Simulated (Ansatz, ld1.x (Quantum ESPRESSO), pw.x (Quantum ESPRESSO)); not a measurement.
pw.x on diamond Ge: one setting changed

Potential: ultrasoft, ld1.x (Quantum ESPRESSO) 7.5, PBE; core [Ar] 3d10, reference 4s2 4p2; waves: 4s (bound): rcut 1.55, rcutus 1.90 bohr; 4s channel at -0.4 Ry: rcut 1.55, rcutus 1.90 bohr; 4p (bound): rcut 1.65, rcutus 2.25 bohr; 4p channel at 0.1 Ry: rcut 1.65, rcutus 2.25 bohr; 4d channel at 0.25 Ry: rcut 1.80, rcutus 2.92 bohr; 4d channel at 2.85 Ry: rcut 1.80, rcutus 2.92 bohr; local part: all-electron potential smoothed inside 1.60 bohr (lloc = -1); core correction: Bessel-smoothed model core, default radius (core density twice the valence density); augmentation: PSQ, radius 1.50 bohr.

The reference run (k-mesh 8³, cutoffs 40/320 Ry, Fermi–Dirac 0.01 Ry, mixing_beta 0.4, conv_thr 1e-9, no spin) gives 0.35 GPa at 23.951 Å³/atom, where all-electron LAPW gives 0.00 GPa. This run, with its own iteration cap, changes ecutrho/ecutwfc to 2.

```
&control
  calculation='scf', prefix='x', pseudo_dir='./', outdir='./tmp', tstress=.true., disk_io='none'
/
&system
  ibrav=0, nat=2, ntyp=1, ecutwfc=40, ecutrho=80, nbnd=11,
  occupations='smearing', smearing='fd', degauss=0.01
/
&electrons
  conv_thr=1e-09, mixing_beta=0.4, electron_maxstep=60
/
ATOMIC_SPECIES
Ge 1.0 Ge.UPF
CELL_PARAMETERS angstrom
  0.00000000 2.88253474 2.88253474
  2.88253474 0.00000000 2.88253474
  2.88253474 2.88253474 0.00000000
ATOMIC_POSITIONS crystal
Ge 0.0000 0.0000 0.0000
Ge 0.2500 0.2500 0.2500
K_POINTS automatic
8 8 8 0 0 0
```

```bash
pw.x < Ge.scf.in > Ge.scf.out
```

**Question.** How does the run end?

**Answer.** It converges in 7 iterations; the free energy moves by -2.4 meV/atom and the pressure by -0.10 GPa. Below 4 the density is truncated and F is no longer variational, so a small shift in one case is no licence.

```
Message from routine set_cutoff:
     ecutrho < 4*ecutwfc, are you sure?
     Message from routine setup:
     using ibrav=0 with symmetry is DISCOURAGED, use correct ibrav instead
     lattice parameter (alat)  =       7.7035  a.u.
     unit-cell volume          =     323.2587 (a.u.)^3
     number of electrons       =         8.00
     number of Kohn-Sham states=           11
     kinetic-energy cutoff     =      40.0000  Ry
     charge density cutoff     =      80.0000  Ry
     scf convergence threshold =      1.0E-09
     Exchange-correlation= PBE
     number of k points=    29  Fermi-Dirac smearing, width (Ry)=  0.0100
     iteration #  1     ecut=    40.00 Ry     beta= 0.40
     total energy              =     -45.90821131 Ry
     estimated scf accuracy    <       0.02915961 Ry
     iteration #  2     ecut=    40.00 Ry     beta= 0.40
     total energy              =     -45.90737218 Ry
     estimated scf accuracy    <       0.00902862 Ry
     iteration #  3     ecut=    40.00 Ry     beta= 0.40
     total energy              =     -45.90767494 Ry
     estimated scf accuracy    <       0.00008613 Ry
     iteration #  4     ecut=    40.00 Ry     beta= 0.40
     total energy              =     -45.90768587 Ry
     estimated scf accuracy    <       0.00000157 Ry
     iteration #  5     ecut=    40.00 Ry     beta= 0.40
     total energy              =     -45.90768628 Ry
     estimated scf accuracy    <       0.00000020 Ry
     iteration #  6     ecut=    40.00 Ry     beta= 0.40
     total energy              =     -45.90768631 Ry
     estimated scf accuracy    <          5.1E-09 Ry
     iteration #  7     ecut=    40.00 Ry     beta= 0.40
     the Fermi energy is     5.2260 ev
!    total energy              =     -45.90768631 Ry
     estimated scf accuracy    <          5.5E-10 Ry
     smearing contrib. (-TS)   =      -0.00079971 Ry
     The total energy is F=E-TS. E is the sum of the following terms:
     one-electron contribution =       4.49728021 Ry
     hartree contribution      =       1.21151884 Ry
     xc contribution           =     -35.79310711 Ry
     ewald contribution        =     -15.82257852 Ry
     convergence has been achieved in   7 iterations
          total   stress  (Ry/bohr**3)                   (kbar)     P=        2.53
     Message from routine punch:
     Nothing written, as per user request (disk_io='none')
```

The run took about 4.3 s on one core of a shared host (Neoverse-V1, 32 threads, 247 GiB, load 11).
